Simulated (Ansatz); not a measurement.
# Low-lying states of C5H4O

Program: Ansatz, Gaussian basis, development build. State-averaged CASSCF with equal weights; occupations are averaged over the states; levels count from the state that is lowest in CASSCF. CASSCF levels without dynamic correlation can be off by over 1 eV. No symmetry is imposed, so a solution can break that of the shape. The lowest solution met needn't be the lowest there is, nor hold the orbitals that a chemist would pick.

Geometry:

```tsv
atom	x (Å)	y (Å)	z (Å)
C	0.0167	0.0109	0.8159
C	-0.0120	1.1851	-0.0844
C	-0.0067	0.7655	-1.3483
C	-0.0077	-0.7354	-1.3376
C	-0.0195	-1.1969	-0.0871
O	0.0063	-0.0178	2.0478
H	-0.0025	2.2213	0.2922
H	-0.0025	1.3649	-2.2578
H	-0.0094	-1.3453	-2.2389
H	0.0144	-2.2354	0.2681
```

Basis cc-pVTZ, nonrelativistic, 6 orbitals frozen in the corrections; active space CAS(6,6). Averaged: 1 singlet, 1 triplet.

Q: Give the levels in order, with their spins.

A: 

```json
{"state": "singlet", "CASSCF (eV)": "0.000"}
{"state": "triplet", "CASSCF (eV)": "2.611"}
```

Occupations: 1.94, 1.89, 1.46, 0.56, 0.09, 0.06.

Same geometry.

Basis cc-pVTZ, nonrelativistic, 6 orbitals frozen in the corrections; active space CAS(8,7). Averaged: 3 singlets.

Q: Give the levels in order.

A: 

```tsv
state	CASSCF (eV)
singlet	0.000
singlet	3.349
singlet	4.814
```

Occupations: 1.95, 1.82, 1.66, 1.60, 0.83, 0.07, 0.06.

Same geometry.

Basis cc-pVTZ, nonrelativistic, 6 orbitals frozen in the corrections; active space CAS(8,7). Averaged: 1 singlet, 1 triplet.

Q: Give the levels in order, with their spins.

A: 

| state | CASSCF (eV) |
| --- | --- |
| singlet | 0.000 |
| triplet | 2.623 |

Occupations: 2.00, 1.94, 1.89, 1.47, 0.56, 0.09, 0.06.
